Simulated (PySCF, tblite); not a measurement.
# C2H3F: changes of charge, part 2 of 2

tblite 0.8.0 and PySCF 2.14.0. Atoms count from 0. Earlier steps stand in the parts before.

## 16. Single point (C₂H₃F− (doublet)): wB97X-D3(BJ)/ma-def2-TZVP

Geometry: PBE0-D3(BJ)/ma-def2-SVP, that of another charge or spin state.

Job settings and geometry (Å):

```
{"job": {"kind": "sp", "xc": "wB97X", "basis": "ma-def2-TZVP", "d3": "d3bj", "grid": 2}, "charge": -1, "multiplicity": 2}
C     -0.698638    -0.089817     0.001952
C      0.606193     0.145898    -0.025319
F      1.512211    -0.823547     0.126910
H     -1.095820    -1.095659     0.152278
H     -1.392012     0.741795    -0.129342
H      1.071836     1.125285    -0.170904
```

Standard output:

```text
final grid: 50136 points
cycle   1  E = -177.8981308360  dE = -9.548e-04  |g| = 1.696e-02  |ddm| = 8.684e+00
cycle   2  E = -177.8982640185  dE = -1.332e-04  |g| = 1.547e-02  |ddm| = 4.384e+00
cycle   3  E = -177.8983682030  dE = -1.042e-04  |g| = 3.225e-03  |ddm| = 1.634e+00
cycle   4  E = -177.8983999032  dE = -3.170e-05  |g| = 1.776e-03  |ddm| = 1.596e+00
cycle   5  E = -177.8984457389  dE = -4.584e-05  |g| = 1.301e-03  |ddm| = 2.501e+00
cycle   6  E = -177.8984829628  dE = -3.722e-05  |g| = 9.512e-04  |ddm| = 1.781e+00
cycle   7  E = -177.8985114451  dE = -2.848e-05  |g| = 6.362e-04  |ddm| = 1.074e+00
cycle   8  E = -177.8985193664  dE = -7.921e-06  |g| = 5.287e-04  |ddm| = 4.947e-01
cycle   9  E = -177.8985268608  dE = -7.494e-06  |g| = 4.335e-04  |ddm| = 1.203e+00
cycle  10  E = -177.8985325186  dE = -5.658e-06  |g| = 3.589e-04  |ddm| = 1.075e+00
cycle  11  E = -177.8985381344  dE = -5.616e-06  |g| = 3.006e-04  |ddm| = 1.349e+00
cycle  12  E = -177.8985433270  dE = -5.193e-06  |g| = 2.173e-04  |ddm| = 1.525e+00
cycle  13  E = -177.8985460121  dE = -2.685e-06  |g| = 1.461e-04  |ddm| = 1.221e+00
cycle  14  E = -177.8985469255  dE = -9.133e-07  |g| = 4.512e-05  |ddm| = 1.060e+00
cycle  15  E = -177.8985469644  dE = -3.892e-08  |g| = 2.228e-05  |ddm| = 1.791e-01
cycle  16  E = -177.8985469721  dE = -7.665e-09  |g| = 9.118e-06  |ddm| = 1.102e-01
converged SCF energy = -177.8985469721
```

It took 9.9 s on 1 thread of Arm Neoverse N1, shared host; peak memory 0.47 GiB.

## 17. Single point (C₂H₃F− (doublet)): wB97X-D3(BJ)/ma-def2-TZVP in N,N-dimethylformamide

Geometry: PBE0-D3(BJ)/ma-def2-SVP, that of another charge or spin state.

Job settings and geometry (Å):

```
{"job": {"kind": "sp", "xc": "wB97X", "basis": "ma-def2-TZVP", "d3": "d3bj", "grid": 2, "solvent": "N,N-dimethylformamide"}, "charge": -1, "multiplicity": 2}
C     -0.698638    -0.089817     0.001952
C      0.606193     0.145898    -0.025319
F      1.512211    -0.823547     0.126910
H     -1.095820    -1.095659     0.152278
H     -1.392012     0.741795    -0.129342
H      1.071836     1.125285    -0.170904
```

Standard output, cut to the lines that bear on the results:

```text
final grid: 50136 points
cycle   1  E = -177.9509640580  dE = -2.311e-03  |g| = 1.469e-02  |ddm| = 1.443e+01
cycle   2  E = -177.9517968207  dE = -8.328e-04  |g| = 1.243e-02  |ddm| = 8.303e+00
cycle   3  E = -177.9521022571  dE = -3.054e-04  |g| = 6.652e-03  |ddm| = 2.719e+00
cycle   4  E = -177.9526596987  dE = -5.574e-04  |g| = 4.213e-03  |ddm| = 6.375e+00
cycle   5  E = -177.9529232234  dE = -2.635e-04  |g| = 3.372e-03  |ddm| = 3.079e+00
cycle   6  E = -177.9531835396  dE = -2.603e-04  |g| = 3.036e-03  |ddm| = 2.676e+00
cycle   7  E = -177.9533038723  dE = -1.203e-04  |g| = 3.036e-03  |ddm| = 1.034e+00
cycle   8  E = -177.9533263341  dE = -2.246e-05  |g| = 3.050e-03  |ddm| = 1.730e-01
cycle   9  E = -177.9530837733  dE =  2.426e-04  |g| = 2.905e-03  |ddm| = 1.831e+00
cycle  10  E = -177.9528293414  dE =  2.544e-04  |g| = 2.639e-03  |ddm| = 2.134e+00
[... 3 cycles left out ...]
cycle  14  E = -177.9534023107  dE = -1.688e-04  |g| = 1.385e-03  |ddm| = 1.634e+00
cycle  15  E = -177.9532779774  dE =  1.243e-04  |g| = 1.556e-03  |ddm| = 5.024e+00
cycle  16  E = -177.9533050261  dE = -2.705e-05  |g| = 1.291e-03  |ddm| = 9.616e-01
cycle  17  E = -177.9533444636  dE = -3.944e-05  |g| = 7.590e-04  |ddm| = 2.596e+00
cycle  18  E = -177.9533547433  dE = -1.028e-05  |g| = 3.383e-04  |ddm| = 1.332e+00
cycle  19  E = -177.9533545550  dE =  1.883e-07  |g| = 2.576e-04  |ddm| = 5.261e-01
cycle  20  E = -177.9533511730  dE =  3.382e-06  |g| = 1.412e-04  |ddm| = 1.116e+00
cycle  21  E = -177.9533499840  dE =  1.189e-06  |g| = 7.371e-05  |ddm| = 1.135e+00
cycle  22  E = -177.9533499603  dE =  2.365e-08  |g| = 2.916e-05  |ddm| = 2.468e-01
cycle  23  E = -177.9533499543  dE =  6.035e-09  |g| = 1.890e-05  |ddm| = 1.166e-01
converged SCF energy = -177.9533499543
```

It took 14 s on 1 thread of Arm Neoverse N1, shared host; peak memory 0.47 GiB.

## 18. Changes of charge: wB97X-D3(BJ)/ma-def2-TZVP

This step combines the energies above: geometries from PBE0-D3(BJ)/ma-def2-SVP, zero-point and thermal terms from PBE0-D3(BJ)/ma-def2-SVP.

Job settings and geometry (Å):

```
{"job": {"kind": "rx", "dirs": [1, -1], "geom": {"xc": "PBE0", "basis": "ma-def2-SVP", "d3": "d3bj", "grid": 1}, "hess": 1, "level": {"xc": "wB97X", "basis": "ma-def2-TZVP", "d3": "d3bj", "solvents": ["N,N-dimethylformamide"]}}, "charge": 0, "multiplicity": 1}
C     -0.698638    -0.089817     0.001952
C      0.606193     0.145898    -0.025319
F      1.512211    -0.823547     0.126910
H     -1.095820    -1.095659     0.152278
H     -1.392012     0.741795    -0.129342
H      1.071836     1.125285    -0.170904
```

Output (the driver's rows laid out field by field):

```text
ionisation and electron attachment, wB97X-D3(BJ)/ma-def2-TZVP // PBE0-D3(BJ)/ma-def2-SVP

row 1
  change                  oxidation
  charge                  1
  multiplicity            2
  vertical_ev             10.4372
  vertical_s2             0.753
  formula                 C2H3F
  smiles                  [CH2]C=[F+]
  kept                    yes
  pieces                  1
  point_group             Cs
  adiabatic_electronic_ev 10.1705
  adiabatic_ev            10.1463
  free_energy_ev          10.1245
  s2                      0.752
  bonds_moved             0 1 1.326 1.411; 1 2 1.336 1.261; 1 5 1.094 1.102; 0 3 1.092 1.098
  spin_on                 0 C 0.621; 1 C 0.293; 2 F 0.128
  charge_moved            0 C 0.3; 1 C 0.235; 2 F 0.203; 5 H 0.09
  vertical_back_ev        9.7784
  relaxation_parent_ev    0.3921
  relaxation_ion_ev       0.2667
  reorganisation_ev       0.6588
  solution                solvent N,N-dimethylformamide, absolute_potential_v 7.2807, solvation_parent_kj -9.92, solvation_ion_kj -284.31

row 2
  change                  reduction
  charge                  -1
  multiplicity            2
  vertical_ev             -1.2303
  vertical_s2             0.75
  unbound                 yes
```

Run time: 3.2 min. Hardware: 1 thread of Arm Neoverse N1, shared host; peak memory 0.47 GiB.

Energy taken up on oxidation, or given off on reduction (eV; adiabatic with zero-point energy):

```tsv
change	product	vertical	adiabatic	free energy	reorganisation	⟨S²⟩
oxidation (multiplicity 2)	[CH2]C=[F+]	10.44	10.15	10.12	0.66	0.75
reduction (multiplicity 2)	–	-1.23	–	–	–	–
```

On oxidation to multiplicity 2 charge changes most on C0 (+0.30 e), C1 (+0.23 e), F2 (+0.20 e); the spin sits on C0 (0.62), C1 (0.29), F2 (0.13); the bond C0–C1 goes from 1.326 to 1.411 Å; the absolute potential is 7.28 V in N,N-dimethylformamide.

## 19. Summary of results

The summary covers parts 1 to 2.

| quantity | value |
| --- | --- |
| strongest single infrared mode (GFN2-xTB) | 1123 cm⁻¹, 113 km/mol |
| zero-point energy (GFN2-xTB) | 26.8 kcal/mol |
| point group | Cs |
| rotational constants (main isotopes) | 65.33, 10.62, 9.14 GHz |
| ionisation energy (wB97X-D3(BJ)/ma-def2-TZVP) | vertical 10.44 eV, adiabatic 10.15 eV |
| electron affinity (wB97X-D3(BJ)/ma-def2-TZVP) | vertical -1.23 eV (unbound: the value hangs on the basis) |

In words: No mode is imaginary among the 12: a minimum at this level. The strongest single mode, at 1123 cm⁻¹, is carried by C1, F2, H5, H3. GFN2-xTB is a fitted tight-binding method: band positions and strengths are rough. Its intensities can rank the bands wrongly. Over 2 steps the energy fell by 0.020 eV; of the close pairs, C0–H4 changed most, 1.073 to 1.091 Å (PBE0/ma-def2-SVP). At wB97X-D3(BJ)/ma-def2-TZVP, relaxation with the zero-point term after oxidation moves the energy taken up from 10.44 eV (vertical) to 10.15 eV (adiabatic, with zero-point energy).
